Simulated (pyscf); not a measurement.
`[SiH4]` + `[OH2]` → `[OH][SiH3]` + `[H][H]` (four-centre exchange; singlet surface; H–Si, H–O broken, O–Si, H–H formed). PySCF, gas phase, ωB97X-D3(BJ)/def2-SVP geometries. Rate constants from transition-state theory, ωB97M-D3(BJ)/def2-TZVP energies (ideal gas, 1 atm, RRHO with modes under 100 cm⁻¹ raised to 100, one conformer, R ln 2 for chiral ones without a mode under 150 cm⁻¹; no tunnelling), k in cm³ molecule⁻¹ s⁻¹.

| T (K) | 1000/T | log10 k |
|---|---|---|
| 298 | 3.354 | -38.64 |
| 600 | 1.667 | -25.11 |
| 900 | 1.111 | -20.46 |
| 1200 | 0.833 | ? |

### Question
Fit an Arrhenius line to the three values, give the activation energy, and predict k at 1200 K.

### Answer
Least squares gives log10 k = -11.54 − 8.09 × 1000/T, so Ea = 8.09 × ln 10 × 1.987 = 37.0 kcal/mol, against an electronic barrier of 36.9. At 1200 K the line gives -18.28; the computed value is -18.02 (ΔG‡ = 69.3 kcal/mol), a factor 1.8 over the line, since the plot is curved. One saddle was located; it need not be the lowest between these sides.
